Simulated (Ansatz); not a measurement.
We consider CsCl-type TlBr, described by HSE06 in Ansatz (plane waves, PAW).

Numerical settings: plane-wave cutoff 460 eV, 6×6×6 k mesh, Fermi–Dirac smearing 0.01 eV, scalar-relativistic PAW data made under PBE.

The cell has the measured lattice: a = b = c = 3.9800 Å, α = β = γ = 90.00°.

Problem. Give the computed band gap and direct gap at Γ.

Solution. 
- band gap = 2.55 eV (on the SCF k mesh)
- direct gap at Γ = 9.43 eV

Measured, for comparison: band gap 2.68 eV (temperature not stated, not corrected to a static lattice, detector crystals, literature values; as tabulated in Piasecki et al. (2022), doi:10.1039/d1ma01259b).

Note: cell and atoms aren't relaxed at this level (pressure 0.9 GPa).

Spin–orbit coupling is not included; with these elements it can move the gap by several tenths of an eV or more.

Computed values are for the static lattice.

Ansatz is a quantum-chemistry and plane-wave program.
